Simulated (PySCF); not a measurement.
Silylidenephosphane, H3PSi.
Atom-mapped SMILES: `[SiH2:1]=[PH:2]` (hydrogens: H3, H4 on Si1; H5 on P2)

Computed with MP2 and CCSD/aug-cc-pVDZ in PySCF, restricted Hartree–Fock reference, 10 core orbitals frozen, non-relativistic, gas phase, PBE0-D3(BJ)/def2-SVP geometry.

E(HF) = -631.37704 Eh.

Question: How large is the problem?

Answer: 81 basis functions and 32 electrons; 10 orbitals frozen, which leaves o = 6 correlated occupied and v = 65 virtual orbitals. That is o·v = 390 singles and o·v(o·v + 1)/2 = 76245 distinct closed-shell doubles amplitudes before symmetry; the costliest CCSD step grows as o²v⁴ = 6.4 × 10^8.

Question: What are the MP2 and CCSD correlation energies?

Answer: MP2 -0.2291 Eh and CCSD -0.2663 Eh, which gives totals of -631.60618 and -631.64337 Eh. That is 0.604 eV for each correlated electron at CCSD (699 kJ/mol in all, 0.042 % of the total energy); MP2 gives 86.0 % of the CCSD value.

Question: What is the T1 diagnostic?

Answer: 0.0190, close to the customary warning level of 0.02. It is the norm of the spatial-orbital singles amplitudes over the root of the number of correlated electrons, so the norm is 0.066.

Question: How does correlation change the dipole moment?

Answer: HF gives 2.24 D and CCSD (unrelaxed density) 1.52 D, a change of -0.72 D.

Connected triples and the basis-set limit are missing.
